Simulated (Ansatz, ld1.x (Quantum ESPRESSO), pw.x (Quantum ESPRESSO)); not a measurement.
**Equation-of-state test of one PAW potential (carbon)**

C, PAW, made with ld1.x (Quantum ESPRESSO) 7.5 (LDA (PW92), scalar-relativistic). Core [He], reference 2s2 2p1.75 (charge +0.25). Waves: 2s (bound): rcut 0.90, rcutus 1.00 bohr; 2s channel at 1.15 Ry: rcut 0.90, rcutus 1.00 bohr; 2p (bound): rcut 1.35, rcutus 1.45 bohr; 2p channel at 2.95 Ry: rcut 1.35, rcutus 1.45 bohr; 3d channel at 0.15 Ry: rcut 1.05, rcutus 1.40 bohr; 3d channel at 1.05 Ry: rcut 1.05, rcutus 1.40 bohr. Local part: all-electron potential smoothed inside 1.30 bohr (lloc = -1). Core correction: Bessel-smoothed model core inside 0.65 bohr. Augmentation charge: BG, radius 0.95 bohr.

Crystal test: sc C in pw.x 7.5, no spin, 18³ k-points, Fermi–Dirac smearing 0.01 Ry, cutoffs 50/420 Ry. The reference is all-electron LAPW (Ansatz 0.2.0) with the same functional, mesh and smearing; V0 and B0 come from Birch–Murnaghan fits to the pressures at five volumes. Errors are pseudo minus all-electron; Δ is the rms difference of the E(V) curves that follow from these fits, minima aligned, over ±6 % about the mean V0. Mesh and smearing are coarse, so the numbers serve the comparison and aren't converged zero-temperature values; the lattice is a test structure that the element need not adopt.

```
V (Å³/atom)  P all-electron (GPa)  P pseudo (GPa)
      4.942                 34.22           39.08
      5.072                 22.37           26.81
      5.202                 11.87           15.85
      5.332                  2.47            6.13
      5.462                 -5.98           -2.64
```

All-electron: a0 = 1.751 Å (V0 = 5.37 Å³/atom), B0 = 355.9 GPa.

Pseudopotential: mean pressure error (GPa): +4.06; a0 (Å): 1.757; a0 error (%): +0.33; B0 error (%): +0.1; Δ (meV/atom): 4.1. Atomic configuration tests: test run stopped at test 3 of 9 (negative rho).

Problem. At the middle volume, how do free energy and pressure move when the wave cutoff is lowered (ecutrho held at 420 Ry)?

Solution.

```tsv
cutoff (Ry)	shift of F (meV/atom)	shift of P (GPa)
22	+417.2	-42.02
30	+83.6	-9.40
40	+13.9	+0.21
```

Input at the middle volume:

```
&control
  calculation='scf', prefix='x', pseudo_dir='./', outdir='./tmp', tstress=.true., disk_io='none'
/
&system
  ibrav=0, nat=1, ntyp=1, ecutwfc=50, ecutrho=420, nbnd=9,
  occupations='smearing', smearing='fd', degauss=0.01
/
&electrons
  conv_thr=1e-09, mixing_beta=0.4, electron_maxstep=70
/
ATOMIC_SPECIES
C 1.0 C.UPF
CELL_PARAMETERS angstrom
  1.73270029 0.00000000 0.00000000
  0.00000000 1.73270029 0.00000000
  0.00000000 0.00000000 1.73270029
ATOMIC_POSITIONS crystal
C 0.0000 0.0000 0.0000
K_POINTS automatic
18 18 18 0 0 0
```

```bash
pw.x < C.scf.in > C.scf.out
```

Lines of the output:

```
Message from routine setup:
     using ibrav=0 with symmetry is DISCOURAGED, use correct ibrav instead
     lattice parameter (alat)  =       3.2743  a.u.
     unit-cell volume          =      35.1048 (a.u.)^3
     number of electrons       =         4.00
     number of Kohn-Sham states=            9
     kinetic-energy cutoff     =      50.0000  Ry
     charge density cutoff     =     420.0000  Ry
     scf convergence threshold =      1.0E-09
     Exchange-correlation= SLA  PW   NOGX NOGC
     number of k points=   220  Fermi-Dirac smearing, width (Ry)=  0.0100
     iteration #  1     ecut=    50.00 Ry     beta= 0.40
     total energy              =     -17.62541401 Ry
     estimated scf accuracy    <       0.01455386 Ry
     iteration #  2     ecut=    50.00 Ry     beta= 0.40
     total energy              =     -17.62525808 Ry
     estimated scf accuracy    <       0.00512995 Ry
     iteration #  3     ecut=    50.00 Ry     beta= 0.40
     total energy              =     -17.62600526 Ry
     estimated scf accuracy    <       0.00001206 Ry
     iteration #  4     ecut=    50.00 Ry     beta= 0.40
     total energy              =     -17.62611416 Ry
     estimated scf accuracy    <       0.00000016 Ry
     iteration #  5     ecut=    50.00 Ry     beta= 0.40
     total energy              =     -17.62614526 Ry
     estimated scf accuracy    <          4.0E-09 Ry
     iteration #  6     ecut=    50.00 Ry     beta= 0.40
     total energy              =     -17.62615672 Ry
     estimated scf accuracy    <          1.2E-09 Ry
     iteration #  7     ecut=    50.00 Ry     beta= 0.40
     the Fermi energy is    15.9537 ev
!    total energy              =     -17.62616320 Ry
     estimated scf accuracy    <          1.2E-10 Ry
     smearing contrib. (-TS)   =      -0.00147231 Ry
     The total energy is F=E-TS. E is the sum of the following terms:
     one-electron contribution =       6.03877380 Ry
     hartree contribution      =       0.45578609 Ry
     xc contribution           =      -5.09303642 Ry
     ewald contribution        =     -13.86444661 Ry
     one-center paw contrib.   =      -5.16176774 Ry
     convergence has been achieved in   7 iterations
          total   stress  (Ry/bohr**3)                   (kbar)     P=      158.50
     Message from routine punch:
     Nothing written, as per user request (disk_io='none')
```

The run at the middle volume (220 k-points, 7 iterations) took about 4.6 s on one core of a shared host (Neoverse-V1, 32 threads, 247 GiB, load 16).
